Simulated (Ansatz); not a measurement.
A calculation on bcc V returned lattice constant a 2.951 Å, bulk modulus 198 GPa.

For reference: lattice constant a 3.021 Å (measured, static lattice: zero-point anharmonic expansion removed; as tabulated in Mejia-Rodriguez and Trickey (2018), arXiv:1807.09216); bulk modulus 161 GPa (measured, corrected for temperature and zero-point phonon effects, our sources range from 159 to 166; as tabulated in Levämäki et al. (2014), arXiv:1402.3671).

**Question.** Which level of theory produced these numbers?
(A) B3LYP (VWN-RPA form) (Ansatz, a quantum-chemistry and plane-wave program)
(B) r²SCAN-D4 (Ansatz)
(C) PBE-D3(BJ) (Ansatz)
(D) revPBE (Ansatz)

**Answer.** C, PBE-D3(BJ) (Ansatz)

The others give: r²SCAN-D4 2.976 Å, 196 GPa; revPBE 3.014 Å, 175 GPa; B3LYP (VWN-RPA form) 2.986 Å, 202 GPa.

Unless a cell is named, each level is at its own relaxed cell (B3LYP (VWN-RPA form) 13.31, PBE-D3(BJ) 12.85, r²SCAN-D4 13.18, revPBE 13.69 Å³/atom).

The crystal itself was run without spin with r²SCAN-D4, revPBE, B3LYP (VWN-RPA form), PBE-D3(BJ); a magnetic state was not tried in these runs.

Ansatz's density-functional and Hartree–Fock values are scalar-relativistic unless marked +SOC, with PAW data made under PBE.
